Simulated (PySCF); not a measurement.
## Ionising CN

r²SCAN0; PySCF, no relativity, basis sets C def2-TZVPPD, N def2-TZVPPD. Neutral (UKS): doublet (σ ↑), Re = 1.154 Å, ωe = 2221 cm⁻¹, De = 7.14 eV, HOMO -11.06 eV, LUMO -5.89 eV.

CN⁺ (UKS): triplet (σ ↑, π ↑), Re = 1.216 Å, ωe = 1900 cm⁻¹, De = 4.89 eV to C⁺ + N. The energies at the minima are -92.67797 hartree for CN and -92.16868 for CN⁺.

(1) Work out the adiabatic ionisation energy, without and with harmonic zero-point energies (1 hartree = 27.2114 eV, 1 eV = 8065.5 cm⁻¹), and the change of the bond length.

For an ion De counts to the pair picked by the measured ionisation energies or electron affinities, which need not be the lowest pair at this level. States were picked by a PBE0 search and need not be the measured ground states.

## Answers

(1) At r²SCAN0: 0.50929 hartree = 13.858 eV between the minima; the zero-point term (1900.0 − 2221.0)/2 cm⁻¹ = -0.020 eV makes it 13.839 eV. Re changes by +6.2 pm against the neutral. The electron leaves a π orbital, and the longer bond of the ion fits a bonding orbital, or a change in how ionic the bond is.
